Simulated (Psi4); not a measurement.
Reaction (SMILES): O=C (CH2-O) → [CH-]=O + H+
B3LYP-D3(BJ)/def2-TZVP geometries, fixed; electronic energies without zero-point terms.

Basis-set convergence of the deprotonation energy at MP2 with Psi4. Cartesian d functions, on some or all atoms, in 6-31+G*; all else is spherical. Density fitting with the program's default auxiliary sets. Cores are frozen. Psi4's default fitting sets serve the pcseg sets less well. No added dispersion term, no relativity. Functions are those of the species that has most. Reference: Hartree-Fock in aug-cc-pVQZ plus the correlation part extrapolated as X^-3 from aug-cc-pVTZ and aug-cc-pVQZ, 403.47 kcal/mol, itself unsure by roughly 0.10 kcal/mol (a third of the extrapolation step and of the last Hartree-Fock step).

```tsv
basis	functions	deprotonation energy (kcal/mol)
pcseg-0	22	415.44
cc-pVDZ	38	___
pcseg-1	38	___
6-31+G*	42	402.88
6-311+G**	56	406.53
def2-SVPD	59	408.17
aug-cc-pVDZ	64	401.32
def2-TZVP	74	408.74
cc-pVTZ	88	414.49
def2-TZVPD	95	404.66
jun-cc-pV(T+d)Z	106	___
def2-TZVPPD	111	___
aug-cc-pVTZ	138	403.50
aug-pcseg-2	138	404.57
cc-pVQZ	170	409.92
def2-QZVPP	174	407.63
def2-QZVPPD	195	405.52
aug-pcseg-3	268	404.33
```

Complete the blanks.


- cc-pVDZ, deprotonation energy (kcal/mol): 422.69
- pcseg-1, deprotonation energy (kcal/mol): 417.31
- jun-cc-pV(T+d)Z, deprotonation energy (kcal/mol): 404.42
- def2-TZVPPD, deprotonation energy (kcal/mol): 406.29
